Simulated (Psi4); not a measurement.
Psi4 input (wB97X-D/6-311+G**):

```
memory 1500 MB

molecule {
-1 2
Si    0.13481390   -0.00182868    0.00000152
H    -0.95884006   -1.10354087    0.01036727
H    -0.92855461    1.12914243   -0.01038861
symmetry c1
no_reorient
no_com
}

set {
  basis 6-311+G**
  reference uks
  scf_type pk
  dft_radial_points 99
  dft_spherical_points 590
  e_convergence 1e-8
  d_convergence 1e-7
  maxiter 150
}

e = energy('wb97x-d')
print_out(f'\nFINAL {e:.10f} DIPOLE {variable("CURRENT DIPOLE")[0]:.6f} {variable("CURRENT DIPOLE")[1]:.6f} {variable("CURRENT DIPOLE")[2]:.6f}\n')
```

From the last part of the output:

```
       1A    -66.012113     2A     -5.143352     3A     -3.487748
       4A     -3.485666     5A     -3.485343     6A     -0.345969
       7A     -0.178152     8A     -0.079587

    Beta Virtual:

       9A      0.171684    10A      0.215562    11A      0.216329
      12A      0.223804    13A      0.266415    14A      0.300504
      15A      0.348766    16A      0.514169    17A      0.524874
      18A      0.552309    19A      0.619383    20A      0.668584
      21A      0.724195    22A      0.878406    23A      0.916468
      24A      0.923328    25A      1.072412    26A      1.132962
      27A      1.506908    28A      1.518359    29A      1.535923
      30A      1.706892    31A      1.713005    32A      1.797765
      33A      1.857754    34A      2.218409    35A      2.308996
      36A      2.830633    37A      2.912159    38A      5.767017
      39A     11.663499    40A     11.719705    41A     11.723007
      42A    141.241609

    Final Occupation by Irrep:
              A
    DOCC [     8 ]
    SOCC [     1 ]
    NA   [     9 ]
    NB   [     8 ]

  @UKS Final Energy:  -290.64924442026575

   => Energetics <=

    Nuclear Repulsion Energy =              9.7815129103741327
    One-Electron Energy =                -425.6250851631158980
    Two-Electron Energy =                 140.8279344318795836
    DFT Exchange-Correlation Energy =     -15.6334298485045142
    Empirical Dispersion Energy =          -0.0001767508990542
    VV10 Nonlocal Energy =                  0.0000000000000000
    Total Energy =                       -290.6492444202657452

  UHF NO Occupations:
  HONO-2 :    7  A 1.9998257
  HONO-1 :    8  A 1.9983291
  HONO-0 :    9  A 1.0000000
  LUNO+0 :   10  A 0.0016709
  LUNO+1 :   11  A 0.0001743
  LUNO+2 :   12  A 0.0001532
  LUNO+3 :   13  A 0.0000004

Computation Completed

Properties will be evaluated at   0.000000,   0.000000,   0.000000 [a0]

Properties computed using the SCF density matrix

 Multipole Moments:

 ------------------------------------------------------------------------------------
     Multipole            Electronic (a.u.)      Nuclear  (a.u.)        Total (a.u.)
 ------------------------------------------------------------------------------------

 L = 1.  Multiply by 2.5417464519 to convert [e a0] to [Debye]
 Dipole X            :         -0.2759710           -0.0000001           -0.2759711
 Dipole Y            :          0.0037433            0.0000001            0.0037434
 Dipole Z            :         -0.0000030           -0.0000001           -0.0000031
 Magnitude           :                                                    0.2759965

 ------------------------------------------------------------------------------------

FINAL -290.6492444203 DIPOLE -0.275971 0.003743 -0.000003

*** Psi4 exiting successfully. Buy a developer a beer!
```

The dipole moment of an ion depends on the origin.
